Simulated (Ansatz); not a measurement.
This geometry of BClH₄S (7 atoms, charge 0, multiplicity 1) is a first-order saddle point.

Level of theory: Ansatz 0.2.0, RKS B3LYP/def2-SVP.

```xyz
7
Properties=species:S:1:pos:R:3
B 0.119 -0.360 -0.046
Cl -0.218 0.185 2.001
H 1.202 0.093 -0.292
H -0.869 -0.033 -0.640
S 0.263 -2.266 0.342
H -1.052 -2.583 0.270
H 0.036 -1.285 1.739
```

Question: Which two structures does it join? (They come from a converged band through this point; their orientation in space is the band's.)

Answer: Bonds broken: B1–Cl2, S5–H7. Bonds formed: Cl2–H7. BClH4S becomes BH3S + ClH.

First end point:

```xyz
7
Properties=species:S:1:pos:R:3
B 0.028 -0.067 0.103
Cl -0.607 0.580 1.691
H 1.204 0.124 -0.101
H -0.730 0.023 -0.833
S 0.078 -2.185 0.264
H -1.158 -2.410 0.774
H 0.668 -2.314 1.477
```

Last end point:

```xyz
7
Properties=species:S:1:pos:R:3
B 0.144 -0.581 -0.540
Cl -0.139 0.171 3.041
H 1.203 -0.018 -0.581
H -0.888 -0.063 -0.863
S 0.200 -2.276 0.019
H -1.119 -2.579 -0.054
H 0.081 -0.903 2.351
```

Question: How far does it lie above each of them?

Answer: 18.9 kcal/mol above the first and 14.4 kcal/mol above the second. This is the barrier of this one path; another mechanism may lie lower. The orbitals stay closed-shell, which can raise the energy where a bond breaks towards radicals; this wasn't checked here.

Run time: 5 min on 1 thread of Arm Neoverse N1 (shared host), peak memory 0.13 GiB.
